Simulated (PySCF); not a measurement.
C3H7, SMILES `C[CH]C` (charge 0, multiplicity 2)

Method: PBE-D3(BJ)/def2-TZVP (PySCF).

The highest occupied spin orbital is -4.04 eV and the dipole moment is 0.21 D. The total energy is -118.3467 Ha and the cost is around 4 core-minutes (rough).

```xyz
10

C     -1.2845    -0.1108     0.1532
C      0.0056     0.6083    -0.0052
C      1.2742    -0.1376    -0.2075
H     -1.4162    -0.8838    -0.6248
H     -1.3452    -0.6504     1.1221
H     -2.1478     0.5677     0.1112
H      0.0487     1.6753     0.2202
H      1.1682    -0.9143    -0.9859
H      1.5920    -0.6770     0.7101
H      2.1049     0.5225    -0.4933
```
Charge 0, spin multiplicity 2.
